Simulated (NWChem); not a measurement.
**MgH (SMILES [MgH]) at 6 levels**

We compute a comparison of 6 runs (UHF/STO-3G, UHF/def2-SVP, UB3LYP/6-31G*, UPBE0/def2-SVP, UB3LYP/aug-cc-pVDZ) of MgH. 

The calculation is run with NWChem 7.3.0.

14 further runs of the same task are left out: 14 set aside as unsound or not needed.

## (1) The structure to begin with

MgH has 2 atoms, charge 0, and is taken as a doublet. As SMILES, `[MgH]`. Geometry: relaxed at PBE0-D4/def2-TZVP.

Bond lengths: Mg1–H2 1.743 Å.

## (2) Energy and forces at UHF/STO-3G (run 1)

Contents of run.py:

```python
from ase import Atoms
from ase.calculators.nwchem import NWChem

atoms = Atoms('MgH', positions=[
    [-0.742670, 0.243830, -0.385720],
    [0.742670, -0.243830, 0.385720],
])

calc = NWChem(
    label='geom',
    theory='scf',
    memory='2200 mb',
    basis='STO-3G',
    basispar='spherical bse',
    scf={'nopen': '1', 'uhf': None, 'thresh': '1e-08', 'maxiter': '80', 'print': 'low'},
)
atoms.calc = calc

forces = atoms.get_forces()
e = atoms.get_potential_energy()
print(f"E = {e:.6f} eV")
print("forces (eV/A):")
for s, f in zip(atoms.symbols, forces):
    print(f"{s:2s} {f[0]:10.5f} {f[1]:10.5f} {f[2]:10.5f}")
```

Launch:

```sh
$ export ASE_NWCHEM_COMMAND="nwchem PREFIX.nwi > PREFIX.nwo"
$ python run.py
```

Log:

```text
E = -5375.988662 eV
forces (eV/A):
Mg    1.83520   -0.60251    0.95316
H    -1.83520    0.60251   -0.95316
```

The calculator wrote geom.nwi:

```
title "geom"

permanent_dir geom

scratch_dir geom

start geom

geometry units angstrom nocenter noautosym noautoz
  Mg -7.4267000000000005e-01 2.4382999999999999e-01 -3.8572000000000001e-01
  H  7.4267000000000005e-01 -2.4382999999999999e-01 3.8572000000000001e-01
end

memory 2200 mb

basis spherical bse noprint
   * library STO-3G
end

scf
  nopen 1
  uhf
  thresh 1e-08
  maxiter 80
  print low
end

task scf gradient
```

geom.nwo:

```text
Northwest Computational Chemistry Package (NWChem) 7.3.0
             --------------------------------------------------------

           Job information
           ---------------

    nwchem branch   = 7.3.0
    use scalapack   = T
    input           = geom.nwi
    prefix          = geom.
    data base       = geom/geom.db
    status          = startup
    nproc           =        1

           Memory information
           ------------------

    heap     =     72089600 doubles =      550.0 Mbytes
    stack    =     72089597 doubles =      550.0 Mbytes
    global   =    144179200 doubles =     1100.0 Mbytes (distinct from heap & stack)
    total    =    288358397 doubles =     2200.0 Mbytes
    verify   = yes
    hardfail = no

           Directory information
           ---------------------

  0 permanent = geom
  0 scratch   = geom

                                NWChem Input Module
                                -------------------

                                       geom
                                       ----

[... 21 lines left out ...]
            Nuclear Dipole moment (a.u.)
[... 22 lines left out ...]
                                 NWChem SCF Module
                                 -----------------

                                       geom

  ao basis        = "ao basis"
  functions       =    10
  atoms           =     2
  alpha electrons =     7
  beta  electrons =     6
  charge          =   0.00
  wavefunction    = UHF
  input vectors   = atomic
  output vectors  = geom/geom.movecs
  use symmetry    = F
  symmetry adapt  = F

 Forming initial guess at       0.0s

 Starting SCF solution at       0.0s

       Final UHF  results
       ------------------

         Total SCF energy =   -197.563940962951
      One electron energy =   -285.897355518444
      Two electron energy =     84.690867779613
 Nuclear repulsion energy =      3.642546775880

                       Sz =      0.5000
                 Sz(Sz+1) =      0.7500
                      S^2 =      0.7634

        Time for solution =      0.0s

                              NWChem Gradients Module
                              -----------------------

                         UHF ENERGY GRADIENTS

    atom               coordinates                        gradient
                 x          y          z           x          y          z
   1 Mg     -1.403443   0.460772  -0.728905   -0.035689   0.011717  -0.018536
   2 H       1.403443  -0.460772   0.728905    0.035689  -0.011717   0.018536

 Task  times  cpu:        0.1s     wall:        0.1s
 Total times  cpu:        0.1s     wall:        0.1s
```

Wall time 1.3 s (1 thread of AMD EPYC 9R45 (Zen 5), shared host); peak memory 0.1 GiB.

## (3) Energy and forces at UHF/def2-SVP (run 2)

run.py, as its differences from that of step 2:

```diff
@@ -9,8 +9,8 @@
 calc = NWChem(
-    label='geom',
+    label='run',
     theory='scf',
     memory='2200 mb',
-    basis='STO-3G',
+    basis='def2-SVP',
     basispar='spherical bse',
-    scf={'nopen': '1', 'uhf': None, 'thresh': '1e-08', 'maxiter': '80', 'print': 'low'},
+    scf={'nopen': '1', 'uhf': None, 'thresh': '1e-08', 'maxiter': '80'},
 )
```

Launch:

```sh
$ export ASE_NWCHEM_COMMAND="nwchem PREFIX.nwi > PREFIX.nwo"
$ python run.py
```

Log:

```text
E = -5444.360142 eV
forces (eV/A):
Mg    0.05147   -0.01692    0.02674
H    -0.05147    0.01692   -0.02674
```

The calculator wrote run.nwi:

```
title "run"

permanent_dir run

scratch_dir run

start run

geometry units angstrom nocenter noautosym noautoz
  Mg -7.4267000000000005e-01 2.4382999999999999e-01 -3.8572000000000001e-01
  H  7.4267000000000005e-01 -2.4382999999999999e-01 3.8572000000000001e-01
end

memory 2200 mb

basis spherical bse noprint
   * library def2-SVP
end

scf
  nopen 1
  uhf
  thresh 1e-08
  maxiter 80
end

task scf gradient
```

run.nwo, shortened:

```text
[...]
      One electron energy =   -286.840529318678
[... 1 line left out ...]
 Nuclear repulsion energy =      3.642546775880
[... 29 lines left out ...]
          Final beta eigenvalues
[... 169 lines left out ...]
                     UHF Final Beta Molecular Orbital Analysis
[...]
  wavefunction    =   UHF
                         UHF ENERGY GRADIENTS
    atom               coordinates                        gradient
                 x          y          z           x          y          z
   1 Mg     -1.403443   0.460772  -0.728905   -0.001001   0.000329  -0.000520
   2 H       1.403443  -0.460772   0.728905    0.001001  -0.000329   0.000520
[...]
```

Run time: 1.6 s. Hardware: 1 thread of AMD EPYC 9R45 (Zen 5), shared host; peak memory 0.1 GiB.

Runs 3 to 5 aren't shown in full; the table further down has their settings and results.

## (4) Energy and forces at UB3LYP/aug-cc-pVDZ (run 6)

Contents of run.py:

```python
from ase import Atoms
from ase.calculators.nwchem import NWChem

atoms = Atoms(['Mg', 'H'], positions=[
    [-0.742670, 0.243830, -0.385720],
    [0.742670, -0.243830, 0.385720],
])

calc = NWChem(
    label='input',
    theory='dft',
    memory='2200 mb',
    basis='aug-cc-pVDZ',
    basispar='spherical bse',
    dft={'xc': 'b3lyp', 'mult': '2', 'grid': 'xfine', 'convergence': 'energy 1e-08', 'iterations': '100', 'mulliken': None},
)
atoms.calc = calc

forces = atoms.get_forces()
e = atoms.get_potential_energy()
print(f"E = {e:.6f} eV")
print("forces (eV/A):")
for s, f in zip(atoms.symbols, forces):
    print(f"{s:2s} {f[0]:10.5f} {f[1]:10.5f} {f[2]:10.5f}")
```

Launch:

```sh
$ export ASE_NWCHEM_COMMAND="nwchem PREFIX.nwi > PREFIX.nwo"
$ python run.py
```

Log:

```text
E = -5459.816527 eV
forces (eV/A):
Mg   -0.04330    0.01419   -0.02247
H     0.04330   -0.01419    0.02247
```

The calculator wrote input.nwi:

```
title "input"

permanent_dir input

scratch_dir input

start input

geometry units angstrom nocenter noautosym noautoz
  Mg -7.4267000000000005e-01 2.4382999999999999e-01 -3.8572000000000001e-01
  H  7.4267000000000005e-01 -2.4382999999999999e-01 3.8572000000000001e-01
end

memory 2200 mb

basis spherical bse noprint
   * library aug-cc-pVDZ
end

dft
  xc b3lyp
  mult 2
  grid xfine
  convergence energy 1e-08
  iterations 100
  mulliken
end

task dft gradient
```

input.nwo, shortened:

```text
[...]
      One electron energy =     -287.048082438461
[... 2 lines left out ...]
 Nuclear repulsion energy =        3.642546775880
[... 638 lines left out ...]
          Convergence on energy requested:  1.00D-08
[... 23 lines left out ...]
          Spatial weights used:  Erf1
[...]
  wavefunction    = open shell
                         DFT ENERGY GRADIENTS
    atom               coordinates                        gradient
                 x          y          z           x          y          z
   1 Mg     -1.403443   0.460772  -0.728905    0.000842  -0.000276   0.000437
   2 H       1.403443  -0.460772   0.728905   -0.000842   0.000276  -0.000437
[...]
```

Wall time 6.6 s (1 thread of AMD EPYC 9R45 (Zen 5), shared host); peak memory 0.12 GiB.

## (5) The series

| run | level | iteration cap | module | energy (Eh) | ⟨S²⟩ | largest force (eV/Å) | wall time |
| --- | --- | --- | --- | --- | --- | --- | --- |
| 1 | UHF/STO-3G | 80 | scf | -197.563941 | 0.763 | 2.154 | 1.3 s |
| 2 | UHF/def2-SVP | 80 | scf | -200.076547 | 0.760 | 0.060 | 1.6 s |
| 3 | UB3LYP/6-31G* (spherical functions) | 100 | dft | -200.630833 | 0.755 | 0.101 | 3.3 s |
| 4 | UB3LYP/6-31G* (Cartesian functions) | 100 | dft | -200.632203 | 0.755 | 0.088 | 3.3 s |
| 5 | UPBE0/def2-SVP | 100 | dft | -200.441345 | 0.754 | 0.013 | 2.4 s |
| 6 | UB3LYP/aug-cc-pVDZ | 100 | dft | -200.644558 | 0.755 | 0.051 | 6.6 s |

## (6) Outcome

| quantity | value |
| --- | --- |
| run 6: total energy | -200.64456 Eh |
| run 6: dipole moment | 1.38 D |
| run 6: HOMO energy (highest over α and β) | -4.76 eV |
| run 6: LUMO energy (lowest over α and β) | -2.46 eV |
| run 6: ⟨S²⟩ | 0.755 |
| run 6: largest force on an atom | 0.051 eV/Å |

**Reading.** Over runs 2, 3, 4, 5, 6 the dipole moment (its size) runs from 1.21 D (UB3LYP/6-31G*) to 1.46 D (UHF/def2-SVP). The two ends differ in method and basis. Totals of different functionals can't be ranked against each other. In run 1 the basis is minimal, so the values are rough. All runs together took 18 s, the longest 6.6 s.
